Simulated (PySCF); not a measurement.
Constitutional and geometric isomers with formula C2H3N. Isolated molecules, 0 K electronic values unless said otherwise. Strings in code marks are SMILES.

Quantity: vertical ionisation energy (energy after one electron is removed minus that of the parent at the parent's geometry), in eV.

Case: `CC#N`. Geometry of `CC#N` (neutral, multiplicity 1, Å):

```xyz
6

C     -0.4867    -0.0076     0.0181
C      0.9610     0.0150    -0.0358
N      2.1137     0.0330    -0.0787
H     -0.8766    -0.7698    -0.6586
H     -0.8220    -0.2335     1.0318
H     -0.8894     0.9629    -0.2767
```

Estimate the vertical ionisation energy (energy after one electron is removed minus that of the parent at the parent's geometry) that B3LYP/6-31G* // r2SCAN-D4/def2-TZVP (PySCF) returns for this input.

12.10 eV.
